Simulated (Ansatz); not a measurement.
# SiH₄ (singlet): from Hartree-Fock to the top rungs at scale of all distances = 1.102, 6-31G

Aim: climb from Hartree-Fock through coupled cluster and multireference methods for SiH₄ (singlet) at one geometry and basis, and see what each rung misses.

Program: Ansatz 0.2.0, Gaussian basis. Level of theory: 6-31G, core rule «outside noble gas», up to 5 orbitals frozen. These are calculated values, not measurements.

The runs, in order: UHF; CCSD(T) on RHF; BCCD(T) on RHF; CISD; CCSDT(Q) on RHF; CISDTQ; CCSDTQ on RHF; CASSCF and MRCISD+Q, 2 electrons in 2 orbitals; CASSCF and NEVPT2, 2 electrons in 2 orbitals; CASSCF and MRCISD+Q, 8 electrons in 8 orbitals; CASSCF and NEVPT2, 8 electrons in 8 orbitals; Full CI.

13 further runs of the same task are left out: 2 for a known fault of the program, 8 that didn't finish, 3 set aside as unsound or not needed.

## Step 1: The system

The geometry derives from a PBE0/def2-TZVP stationary point (not a proven minimum). All distances are scaled together.

5 atoms, charge 0, spin multiplicity 1.

Atoms are counted from 1 here; the program's logs count them from 0.

Bond lengths: Si1–H2 1.636 Å, Si1–H3 1.636 Å, Si1–H4 1.636 Å, Si1–H5 1.636 Å. Angles: H2–Si1–H3 109.5°, H2–Si1–H4 109.5°, H2–Si1–H5 109.5°, H3–Si1–H4 109.5°, H3–Si1–H5 109.5°, H4–Si1–H5 109.5°.

Geometry (Å):

```xyz
5

Si    0.0000    0.0000    0.0000
H     0.9431    0.9463    0.9442
H    -0.9472   -0.9416    0.9449
H    -0.9419    0.9428   -0.9490
H     0.9460   -0.9476   -0.9401
```

## Step 2: UHF

in.yaml

```yaml
crystal:
  periodic: [false, false, false]
  atoms:
    - {symbol: Si, position_ang: [0.000000, 0.000000, 0.000000]}
    - {symbol: H, position_ang: [0.943147, 0.946337, 0.944227]}
    - {symbol: H, position_ang: [-0.947225, -0.941575, 0.944905]}
    - {symbol: H, position_ang: [-0.941913, 0.942799, -0.948986]}
    - {symbol: H, position_ang: [0.945991, -0.947561, -0.940146]}
basis:
  gaussian: {orbitals: 6-31G}
magnetization: {spin_polarized: true, initial_magnetization: 0}
hamiltonian: {xc: hf}
output: {orbitals: {seedname: orbitals}}
```

The run is started by

```console
$ ansatz run in.yaml --threads 1 --pin off --events-out ev --progress --plain --max-ram 2393MiB
```

Further steps of the session: CCSD(T) on RHF; BCCD(T) on RHF; CISD; CCSDT(Q) on RHF; CISDTQ; CCSDTQ on RHF; CASSCF and MRCISD+Q, 2 electrons in 2 orbitals; CASSCF and NEVPT2, 2 electrons in 2 orbitals; CASSCF and MRCISD+Q, 8 electrons in 8 orbitals; CASSCF and NEVPT2, 8 electrons in 8 orbitals; Full CI.

Q: Predict the results of all the runs planned. Wanted: FCI below the RHF energy; RMP2 from FCI; RCCSD from FCI; RCCSD(T) from FCI; RCCSDT(Q) from FCI; NEVPT2 pair from FCI; MRCISD+Q pair from FCI; NEVPT2 valence from FCI; T1 diagnostic.

As calculated:

```
                         quantity                                                                                                   value
         FCI below the RHF energy                                                                                              -2.6350 eV
                    RMP2 from FCI                                                                                         +18.48 kcal/mol
                   RCCSD from FCI                                                                                          +1.05 kcal/mol
                RCCSD(T) from FCI                                                                                          +0.32 kcal/mol
               RCCSDT(Q) from FCI                                                                                          +0.01 kcal/mol
             NEVPT2 pair from FCI                                                                                         +15.66 kcal/mol
           MRCISD+Q pair from FCI                                                                                          -0.30 kcal/mol
          NEVPT2 valence from FCI                                                                                          +3.68 kcal/mol
levels within 1 kcal/mol (43 meV)  RCCSD(T), BCCD(T), RCCSDT, CISDTQ, RCCSDT(Q), RCCSDTQ, MRCISD+Q pair, MRCISD valence, MRCISD+Q valence
                    T1 diagnostic                                                                                                   0.009
   effectively unpaired electrons                                                                                                    0.05
```

RCCSD(T) lands +0.32 kcal/mol from the yardstick (0.5 % of the correlation energy). MRCISD+Q pair falls below full CI: the +Q correction isn't variational, and the cores differ from full CI's. One determinant dominates. Of the multireference levels listed MRCISD+Q valence comes nearest in total energy (+0.22 kcal/mol), which doesn't show that its space is the better one. These misses are within one basis, not against nature.
